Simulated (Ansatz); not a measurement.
A nudged elastic band was laid between two geometries of BH3NO (6 atoms, charge 0, multiplicity 2).

Computed with UKS PBE-D4/def2-SVP in Ansatz 0.2.0.

```
movable images  : 5
climbing image  : yes
spring          : 5.0 eV/Å²
optimiser       : quadratic models (default)
start path      : through a guess of the saddle point
force threshold : 0.05 eV/Å
iteration limit : 60
end points      : relaxed
```

Image 0:

```xyz
6
Properties=species:S:1:pos:R:3
N -1.143 0.107 -0.188
B 0.265 0.224 -0.201
O 1.114 -0.084 0.831
H -1.642 -0.520 -0.834
H 0.770 0.768 -1.184
H 0.636 -0.496 1.576
```

Image 6:

```xyz
6
Properties=species:S:1:pos:R:3
N -1.170 -0.291 -0.137
B -0.033 -0.251 -0.806
O 1.183 0.006 0.298
H -2.092 -0.471 -0.535
H 1.580 0.889 0.130
H 0.531 0.119 1.049
```

**Question.** Which bonds break or form, and what moves?

**Answer.** Bonds broken: B2–H5. Bonds formed: O3–H5.

**Question.** Give the energies along the band, and the barrier.

**Answer.** It converged. The highest image is number 4 of 0 to 6, 2.59 eV above the first end and 0.55 eV above the last; the last end lies 2.05 eV above the first. The profile has 2 maxima (images 1, 4) with wells between them (image 2): this band takes more than one step, which may be the mechanism or a detour left from its start path. Neighbouring images differ by up to 2.0 eV, so the band resolves the path poorly. A vibrational analysis at the climbing image gives one clearly imaginary mode, 1223i cm⁻¹: a first-order saddle point.

```
image  path coordinate (Å)  energy (eV)  B2–H5 (Å)  O3–H5 (Å)
    0                 0.00         0.00       1.23       2.21
    1                 0.96         0.38       1.26       2.27
    2                 1.93         0.02       1.24       2.28
    3                 2.89         0.58       1.24       2.08
    4                 3.85         2.59       1.53       1.17
    5                 4.43         2.15       2.00       0.99
    6                 5.00         2.05       2.19       0.98
```

**Question.** What is the geometry of the highest image?

**Answer.** 
```xyz
6
Properties=species:S:1:pos:R:3:forces:R:3
N -1.265 -0.472 -0.340 0.00 0.00 0.00
B -0.083 0.063 -0.400 0.00 0.00 0.00
O 1.217 -0.190 0.432 0.00 0.00 0.00
H -2.125 -0.264 -0.843 0.00 0.00 0.00
H 1.257 0.785 -0.210 0.00 0.00 0.00
H 0.999 0.077 1.361 0.00 0.00 0.00
```

The run took 3.5 min on 1 thread of Arm Neoverse V1 (shared host), peak memory 0.12 GiB.
